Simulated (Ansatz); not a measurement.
The input, for Ansatz 0.2.0:

```yaml
crystal:
  periodic: [false, false, false]
  atoms:
    - {symbol: O, position_ang: [0.000000, 0.000000, 0.487924]}
    - {symbol: Mg, position_ang: [0.000000, 0.000000, -2.666723]}
    - {symbol: H, position_ang: [0.000000, 0.000000, 2.178799]}
basis:
  gaussian: {orbitals: STO-3G}
magnetization: {spin_polarized: false, initial_magnetization: 1}
correlation: {method: fic_mrcisd_q_relaxed, electrons: outside_noble_gas, active_space: {window: {electrons: 7, orbitals: 4}, states: [{multiplicity: 2, weights: [0.5, 0.5]}]}}
```

```sh
$ ansatz run in.yaml --threads 1 --pin off --events-out ev --progress --plain --max-ram 2393MiB
```

Log:

```
220 factors; integrals over basis functions are off by at most 2.4e-7 eV
mean field evaluation 1: about -7367.1753 eV, gradient 3.7e1 eV
mean field evaluation 2: about -7367.1740 eV, gradient 3.7e1 eV
mean field evaluation 4: about -7377.7194 eV, gradient 1.7e1 eV
mean field evaluation 8: about -7377.7194 eV, gradient 1.7e1 eV
mean field evaluation 16: about -7379.4856 eV, gradient 2.9e-6 eV
mean field evaluation 32: about -7373.7006 eV, gradient 1.3e1 eV
mean field evaluation 64: about -7378.1571 eV, gradient 1.7e-4 eV
mean field evaluation 96: about -7377.4583 eV, gradient 1.4e-1 eV
mean field evaluation 128: about -7379.4856 eV, gradient 2.9e-6 eV
mean field -7379.48563874 eV, -271.1910952288 hartree, gradient 2.9e-6 eV, S^2 0.750000; 9 other end points of the search recorded, 0 dependent functions left out
reference -7379.48563874 eV, -271.1910952288 hartree; 11, 10 occupied and 4, 5 virtual orbitals, 220 factors
state -7379.48562530 eV, -271.1910947347 hartree
state -7379.48562530 eV, -271.1910947347 hartree
contracted CI cycle   1: correlation 0.00000000 eV, 0.0000000000 hartree, residual 8.51e0 eV
...
contracted CI cycle  17: correlation -1.99857646 eV, -0.0734463301 hartree, residual 1.88e-2 eV
contracted CI cycle  18: correlation -1.99859422 eV, -0.0734469828 hartree, residual 1.09e-2 eV
contracted CI cycle  19: correlation -1.99859754 eV, -0.0734471049 hartree, residual 6.37e-3 eV
contracted CI cycle  20: correlation -1.99859909 eV, -0.0734471619 hartree, residual 4.01e-3 eV
contracted CI cycle  21: correlation -1.99860530 eV, -0.0734473903 hartree, residual 3.20e-2 eV
contracted CI cycle  22: correlation -1.99859837 eV, -0.0734471355 hartree, residual 4.78e-3 eV
contracted CI cycle  23: correlation -1.99859906 eV, -0.0734471609 hartree, residual 2.61e-3 eV
contracted CI cycle  24: correlation -1.99859931 eV, -0.0734471701 hartree, residual 1.83e-3 eV
contracted CI cycle  25: correlation -1.99859947 eV, -0.0734471758 hartree, residual 1.53e-3 eV
contracted CI cycle  26: correlation -1.99859955 eV, -0.0734471786 hartree, residual 7.89e-4 eV
state -7376.07796456 eV, -271.0658655124 hartree; corrected -7378.40958505 eV, -271.1515509851 hartree
state -7379.48562530 eV, -271.1910947347 hartree; corrected -7384.57735388 eV, -271.3782123090 hartree
state -7379.48562530 eV, -271.1910947347 hartree; corrected -7384.57735388 eV, -271.3782123090 hartree
WARN: 2 active orbitals are nearly empty or full. The corrections depend on them more than the energy does, and are more stable in an active space without them
Total energy: -7384.57735388 eV, -271.3782123090 hartree
```

Natural occupations, averaged over the states: 2.0000 2.0000 1.5000 1.5000.

Ran on 1 thread of Arm Neoverse V1, shared host: 1.1 s wall, 0.17 GiB peak host memory.
